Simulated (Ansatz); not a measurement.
Cost and result for the atomization energy of `Cc1ccccc1O` (16 atoms, 16 bonds).

```xyz
16

C     1.2043   -1.6676    0.7961
C     0.3455   -0.5091    0.4039
C    -0.3669    0.2346    1.3339
C    -1.1626    1.3094    0.9612
C    -1.2530    1.6561   -0.3758
C    -0.5515    0.9309   -1.3269
C     0.2394   -0.1412   -0.9397
O     0.9443   -0.8804   -1.8368
H     0.8753   -2.5878    0.3057
H     1.1767   -1.8216    1.8753
H     2.2434   -1.5094    0.4947
H    -0.2930   -0.0409    2.3811
H    -1.7068    1.8699    1.7116
H    -1.8691    2.4919   -0.6867
H    -0.6176    1.1979   -2.3781
H     0.7917   -0.5327   -2.7196
```

Total charge 0; spin multiplicity 1. Geometry: relaxed with PBE0-D4/def2-TZVP. It is one conformer, not always the lowest. Program: Ansatz. All runs use 2 threads of an AMD EPYC 7R13 on a shared host and a share of an NVIDIA H100 80 GB. Times are those of one run each, without the atoms' runs, and a repeat can differ threefold. Electronic energies, without spin–orbit coupling; frozen cores. CCSD(T)/CBS adds CCSD(T) − MP2 in def2-TZVPP to the MP2 limit, and its time is that of the two runs behind it. T1 = 0.011; the RHF reference is unstable towards UHF. HSE06 is the plane-wave form, built on full-range PBE exchange.

CCSD(T)/CBS is a level of theory with its own doubt, some kJ/mol a heavy atom from the limit and from the frozen cores, so smaller differences don't rank the functionals.

```json
{"level": "LDA (SPW92)/def2-TZVPP", "functions": "360", "wall time": "7.5 s", "atomization (kcal/mol)": "2050.9", "difference from CCSD(T)/CBS": "286.2", "per bond": "17.9"}
{"level": "revPBE-D4/def2-TZVPP", "functions": "360", "wall time": "7.5 s", "atomization (kcal/mol)": "1786.6", "difference from CCSD(T)/CBS": "21.9", "per bond": "1.4"}
{"level": "PBE-QIDH/def2-TZVPP", "functions": "360", "wall time": "8 s", "atomization (kcal/mol)": "1775.9", "difference from CCSD(T)/CBS": "11.2", "per bond": "0.7"}
{"level": "CCSD(T)/def2-SVP", "functions": "152", "wall time": "8 s", "atomization (kcal/mol)": "1700.8", "difference from CCSD(T)/CBS": "-63.9", "per bond": "-4.0"}
{"level": "BLYP-D4/def2-TZVPP", "functions": "360", "wall time": "10 s", "atomization (kcal/mol)": "1774.0", "difference from CCSD(T)/CBS": "9.3", "per bond": "0.6"}
{"level": "r2SCAN-D4/def2-TZVPP (with forces)", "functions": "360", "wall time": "10 s", "atomization (kcal/mol)": "1782.9", "difference from CCSD(T)/CBS": "18.2", "per bond": "1.1"}
{"level": "MP2/def2-QZVPP", "functions": "696", "wall time": "10 s", "atomization (kcal/mol)": "1796.3", "difference from CCSD(T)/CBS": "31.6", "per bond": "2.0"}
{"level": "B97M-V/def2-TZVPP", "functions": "360", "wall time": "12 s", "atomization (kcal/mol)": "1776.8", "difference from CCSD(T)/CBS": "12.1", "per bond": "0.8"}
{"level": "HSE06-D4/def2-TZVPP", "functions": "360", "wall time": "13 s", "atomization (kcal/mol)": "1797.8", "difference from CCSD(T)/CBS": "33.1", "per bond": "2.1"}
{"level": "ωB97M-V/def2-TZVPP (with forces)", "functions": "360", "wall time": "13 s", "atomization (kcal/mol)": "1774.2", "difference from CCSD(T)/CBS": "9.5", "per bond": "0.6"}
{"level": "r2SCANh-D4/def2-TZVPP", "functions": "360", "wall time": "17 s", "atomization (kcal/mol)": "1771.3", "difference from CCSD(T)/CBS": "6.6", "per bond": "0.4"}
{"level": "CCSD(T)/def2-TZVPP", "functions": "360", "wall time": "25 s", "atomization (kcal/mol)": "1723.0", "difference from CCSD(T)/CBS": "-41.7", "per bond": "-2.6"}
{"level": "CCSD(T)/CBS(def2)", "functions": "–", "wall time": "35 s", "atomization (kcal/mol)": "1764.7", "difference from CCSD(T)/CBS": "0.0", "per bond": "0.0"}
```

From r2SCAN to r2SCAN0 (25 % exact exchange), in def2-TZVPP and without D4, the atomization energy moves by −28.7 kcal/mol: exact exchange takes away binding that semilocal exchange gives to molecules. At CCSD(T), def2-SVP lies −63.9 kcal/mol from the extrapolated value and def2-TZVPP −41.7 kcal/mol: correlation converges slowly with the basis, and small sets miss more of it in the bonded molecule than in its fragments. Leaving LDA and LC-ωPBE aside and taking each functional with its dispersion term where it has one, the values, not all of them listed here, spread over 118.6 kcal/mol, from BHLYP-D4 to PBE-D4. LDA lies +227.6 kcal/mol from PBE without D4, its usual overbinding.
